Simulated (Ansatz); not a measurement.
Program: Ansatz 0.2.0.

Basis-set series for CH3FS2 (`FC(S)S`). The species carries charge 0 and has multiplicity 1. Geometry: relaxed with PBE0-D4/def2-TZVP. It is one conformer, not always the lowest.

```
functional       basis  functions  energy (Eh)  HOMO (eV)  LUMO (eV)
   PBE0-D4  def2-TZVPP        188   -935.79176      -7.42      -0.33
   PBE0-D4  def2-QZVPP        344   -935.82375      -7.46      -0.52
   ωB97M-V  def2-TZVPP        188   -936.11922      -9.63       1.62
   ωB97M-V  def2-QZVPP        344   -936.14986      -9.69       1.22
```

(1) Give the rows for def2-SVP. (Best estimate.)

## Answers

(1) The calculation gave: 
```json
{"functional": "PBE0-D4", "basis": "def2-SVP", "functions": "79", "energy (Eh)": "-935.34192", "HOMO (eV)": "-7.27", "LUMO (eV)": "0.22"}
{"functional": "ωB97M-V", "basis": "def2-SVP", "functions": "79", "energy (Eh)": "-935.66676", "HOMO (eV)": "-9.46", "LUMO (eV)": "2.29"}
```

Positive LUMOs are unbound and depend on the basis.
